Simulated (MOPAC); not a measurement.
MOPAC input (PM3):

```
PM3 1SCF UHF MS=0.5 GEO-OK AUX(PRECISION=9) THREADS=1
C2H3O

C    -0.00226556 1    0.74468015 1   -0.37592749 1
O     0.04576652 1    0.09443684 1    0.82068210 1
C     0.04828699 1   -0.69904179 1   -0.41916867 1
H    -0.78219807 1    1.46229338 1   -0.61082909 1
H    -0.84845617 1   -1.29597784 1   -0.55285518 1
H     0.98839347 1   -1.19564042 1   -0.63119565 1
```

Output:

```
 *******************************************************************************
 **                                                                           **
 **                              MOPAC v23.2.5                                **
 **                                                                           **
 *******************************************************************************
 ** MOPAC's Digital Object Identifier: https://doi.org/10.5281/zenodo.6511958 **
 **                                                                           **
 ** Please cite the open-source release paper for use of this MOPAC version:  **
 ** J. E. Moussa and J. J. P. Stewart (2026)                                  **
 ** MOPAC: An open-source semiempirical molecular orbital program             **
 ** J. Open Source Softw., 11(119), 8025, https://doi.org/10.21105/joss.08025 **
 *******************************************************************************

                              PM3 CALCULATION RESULTS

 *******************************************************************************
 *  PM3        - The PM3 Hamiltonian to be used
 *  GEO-OK     - OVERRIDE INTERATOMIC DISTANCE AND OTHER SAFETY CHECKS
 *  UHF        - UNRESTRICTED HARTREE-FOCK CALCULATION
 *  MS=        - IN MECI, MAGNETIC COMPONENT OF SPIN =  0.5
 *  1SCF       - DO 1 SCF AND THEN STOP
 *  AUX        - OUTPUT AUXILIARY INFORMATION
 *******************************************************************************
PM3 1SCF UHF MS=0.5 GEO-OK AUX(PRECISION=9) THREADS=1
 C2H3O

   ATOM   CHEMICAL          X               Y               Z
  NUMBER   SYMBOL      (ANGSTROMS)     (ANGSTROMS)     (ANGSTROMS)

     1       C         -0.00226556  *   0.74468015  *  -0.37592749  *
     2       O          0.04576652  *   0.09443684  *   0.82068210  *
     3       C          0.04828699  *  -0.69904179  *  -0.41916867  *
     4       H         -0.78219807  *   1.46229338  *  -0.61082909  *
     5       H         -0.84845617  *  -1.29597784  *  -0.55285518  *
     6       H          0.98839347  *  -1.19564042  *  -0.63119565  *

          CARTESIAN COORDINATES

    NO.       ATOM           X           Y           Z

     1         C         -0.0023      0.7447     -0.3759
     2         O          0.0458      0.0944      0.8207
     3         C          0.0483     -0.6990     -0.4192
     4         H         -0.7822      1.4623     -0.6108
     5         H         -0.8485     -1.2960     -0.5529
     6         H          0.9884     -1.1956     -0.6312

  H: (PM3): J. J. P. STEWART, J. COMP. CHEM. 10, 209 (1989).
  C: (PM3): J. J. P. STEWART, J. COMP. CHEM. 10, 209 (1989).
  O: (PM3): J. J. P. STEWART, J. COMP. CHEM. 10, 209 (1989).

           Empirical Formula: C2 H3 O  =     6 atoms

      MOLECULAR POINT GROUP   :   C1

          UHF CALCULATION, NO. OF ALPHA ELECTRONS =    9
                           NO. OF BETA  ELECTRONS =    8

 -------------------------------------------------------------------------------
 PM3 1SCF UHF MS=0.5 GEO-OK AUX(PRECISION=9) THREADS=1
 C2H3O

     1SCF WAS SPECIFIED, SO BFGS WAS NOT USED
     SCF FIELD WAS ACHIEVED

                              PM3 CALCULATION
                                                       MOPAC v23.2.5 Linux

          FINAL HEAT OF FORMATION =         30.13024 KCAL/MOL =     126.06492 KJ/MOL

          COSMO AREA              =         77.46 SQUARE ANGSTROMS
          COSMO VOLUME            =         59.73 CUBIC ANGSTROMS

          IONIZATION POTENTIAL    =          9.950923 EV
          ALPHA SOMO LUMO (EV)    =         -9.951  2.198
          BETA  SOMO LUMO (EV)    =        -11.973  0.347
          NO. OF ALPHA ELECTRONS  =          9
          NO. OF BETA  ELECTRONS  =          8
          MOLECULAR WEIGHT        =         43.0451         POINT GROUP:  C1

          MOLECULAR DIMENSIONS (Angstroms)

            Atom       Atom       Distance
            H     6    H     4     3.19375
            H     5    O     2     2.04215
            H     5    H     4     1.11602

          SCF CALCULATIONS        =          1

   ATOM   CHEMICAL          X               Y               Z
  NUMBER   SYMBOL      (ANGSTROMS)     (ANGSTROMS)     (ANGSTROMS)

     1       C         -0.00226556  *   0.74468015  *  -0.37592749  *
     2       O          0.04576652  *   0.09443684  *   0.82068210  *
     3       C          0.04828699  *  -0.69904179  *  -0.41916867  *
     4       H         -0.78219807  *   1.46229338  *  -0.61082909  *
     5       H         -0.84845617  *  -1.29597784  *  -0.55285518  *
     6       H          0.98839347  *  -1.19564042  *  -0.63119565  *

                             CARTESIAN COORDINATES

   1    C       -0.002265560     0.744680150    -0.375927490
   2    O        0.045766520     0.094436840     0.820682100
   3    C        0.048286990    -0.699041790    -0.419168670
   4    H       -0.782198070     1.462293380    -0.610829090
   5    H       -0.848456170    -1.295977840    -0.552855180
   6    H        0.988393470    -1.195640420    -0.631195650

           Empirical Formula: C2 H3 O  =     6 atoms

      MOLECULAR POINT GROUP   :   C1

          ALPHA EIGENVALUES
 -40.44364 -26.65470 -22.57274 -18.09220 -16.98631 -14.98190 -12.88129 -12.47466
  -9.95092   2.19783   2.54277   3.06573   3.93901   4.05564   4.45335

           BETA EIGENVALUES
 -40.13089 -26.46722 -21.84417 -17.78741 -16.40126 -14.73303 -12.57664 -11.97280
   0.34735   2.51726   2.61892   3.52023   4.09277   4.19570   5.19214

              NET ATOMIC CHARGES AND DIPOLE CONTRIBUTIONS

  ATOM NO.   TYPE          CHARGE      No. of ELECS.   s-Pop       p-Pop
    1          C          -0.048581        4.0486     1.30338     2.74520
    2          O          -0.223771        6.2238     1.88640     4.33737
    3          C          -0.007190        4.0072     1.15989     2.84730
    4          H           0.118937        0.8811     0.88106
    5          H           0.075449        0.9246     0.92455
    6          H           0.085155        0.9148     0.91484
 DIPOLE           X         Y         Z       TOTAL
 POINT-CHG.    -0.400    -0.374    -1.587     1.679
 HYBRID        -0.428    -0.186     0.245     0.527
 SUM           -0.828    -0.560    -1.342     1.674

          ATOMIC ORBITAL ELECTRON POPULATIONS

     Atom    s        px        py        pz
    1  C   1.30338   0.95200   0.91720   0.87600
    2  O   1.88640   1.87949   1.30879   1.14910
    3  C   1.15989   1.01408   0.93213   0.90109
    4  H   0.88106
    5  H   0.92455
    6  H   0.91484

                    (SZ)    =    0.500000
                    (S**2)  =    0.758525

          ATOMIC ORBITAL SPIN POPULATIONS

    Atom   Total    s     px     py     pz
         Atomic
    1  C  0.9482  0.149  0.612  0.124  0.064
    2  O  0.0762  0.002  0.098 -0.007 -0.017
    3  C -0.0579 -0.006 -0.008 -0.034 -0.010
    4  H  0.0136  0.014
    5  H  0.0126  0.013
    6  H  0.0073  0.007

 **********************
 *                    *
 * JOB ENDED NORMALLY *
 *                    *
 **********************

 == MOPAC DONE ==
```

The geometry given is a B3LYP-D3(BJ)/def2-TZVP minimum.
